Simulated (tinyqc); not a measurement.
Inside a calculation. Method: MP2 on RHF in the sto-3g basis, for H2O, spin multiplicity 1. One step of it, computed by the program tinyqc.

Question. Iteration 8 (converged): orbitals. Diagonalise F' = X^T F X, C = X C', fill 5 alpha and 5 beta electrons from the bottom; D = 2 C_occ C_occ^T. Each column has its largest component positive (the first on a tie).

converged F (hartree), order 1O 1s, 1O 2s, 1O 2px, 1O 2py, 1O 2pz, 2H 1s, 3H 1s:
```
[[-20.241357, -5.163781, 0.000000, 0.000000, -0.028899, -1.127768, -1.127768],
 [-5.163781, -2.441525, 0.000000, 0.000000, -0.120751, -0.983907, -0.983907],
 [0.000000, 0.000000, -0.392671, 0.000000, 0.000000, 0.000000, 0.000000],
 [0.000000, 0.000000, 0.000000, -0.298910, 0.000000, -0.381197, 0.381197],
 [-0.028899, -0.120751, 0.000000, 0.000000, -0.340444, -0.374404, -0.374404],
 [-1.127768, -0.983907, 0.000000, -0.381197, -0.374404, -0.550048, -0.381765],
 [-1.127768, -0.983907, 0.000000, 0.381197, -0.374404, -0.381765, -0.550048]]
```

X, order 1O 1s, 1O 2s, 1O 2px, 1O 2py, 1O 2pz, 2H 1s, 3H 1s:
```
[[-0.310061, 0.000000, 0.753525, 0.000000, -0.619246, 0.000000, 0.150175],
 [1.152809, 0.000000, -0.307015, 0.000000, -0.312058, 0.000000, 0.417528],
 [0.000000, 0.000000, 0.000000, 1.000000, 0.000000, 0.000000, 0.000000],
 [0.000000, 0.902104, 0.000000, 0.000000, 0.000000, 0.701478, 0.000000],
 [0.556973, 0.000000, 0.650236, 0.000000, 0.630532, 0.000000, 0.203078],
 [-0.726394, -0.859478, -0.155153, 0.000000, 0.126275, 0.368134, 0.377119],
 [-0.726394, 0.859478, -0.155153, 0.000000, 0.126275, -0.368134, 0.377119]]
```

Give: F' = X^T F X; orbital energies; coefficients C; D after iteration 8.

Answer.

F' = X^T F X (hartree):
```
[[0.1524, 0.0000, 1.6642, 0.0000, -1.1897, 0.0000, 0.1612],
 [0.0000, 0.6904, 0.0000, 0.0000, 0.0000, 0.1238, 0.0000],
 [1.6642, 0.0000, -9.0119, 0.0000, 8.9477, 0.0000, -3.7256],
 [0.0000, 0.0000, 0.0000, -0.3927, 0.0000, 0.0000, 0.0000],
 [-1.1897, 0.0000, 8.9477, 0.0000, -9.7017, 0.0000, 4.0365],
 [0.0000, 0.1238, 0.0000, 0.0000, 0.0000, -0.5865, 0.0000],
 [0.1612, 0.0000, -3.7256, 0.0000, 4.0365, 0.0000, -2.8209]]
```

orbital energies (hartree): [-20.2501, -1.2606, -0.5983, -0.4596, -0.3927, 0.5881, 0.7022]

coefficients C, order 1O 1s, 1O 2s, 1O 2px, 1O 2py, 1O 2pz, 2H 1s, 3H 1s:
```
[[0.9942, -0.2335, 0.0000, 0.1042, 0.0000, -0.1271, 0.0000],
 [0.0260, 0.8418, 0.0000, -0.5398, 0.0000, 0.8332, 0.0000],
 [0.0000, 0.0000, 0.0000, 0.0000, 1.0000, 0.0000, 0.0000],
 [0.0000, 0.0000, 0.6120, 0.0000, 0.0000, 0.0000, 0.9650],
 [0.0042, 0.1250, 0.0000, 0.7588, 0.0000, 0.7618, 0.0000],
 [-0.0057, 0.1563, 0.4486, 0.2918, 0.0000, -0.7748, -0.8203],
 [-0.0057, 0.1563, -0.4486, 0.2918, 0.0000, -0.7748, 0.8203]]
```

D after iteration 8, order 1O 1s, 1O 2s, 1O 2px, 1O 2py, 1O 2pz, 2H 1s, 3H 1s:
```
[[2.1076, -0.4539, 0.0000, 0.0000, 0.1082, -0.0234, -0.0234],
 [-0.4539, 2.0013, 0.0000, 0.0000, -0.6086, -0.0523, -0.0523],
 [0.0000, 0.0000, 2.0000, 0.0000, 0.0000, 0.0000, 0.0000],
 [0.0000, 0.0000, 0.0000, 0.7491, 0.0000, 0.5491, -0.5491],
 [0.1082, -0.6086, 0.0000, 0.0000, 1.1829, 0.4819, 0.4819],
 [-0.0234, -0.0523, 0.0000, 0.5491, 0.4819, 0.6218, -0.1833],
 [-0.0234, -0.0523, 0.0000, -0.5491, 0.4819, -0.1833, 0.6218]]
```
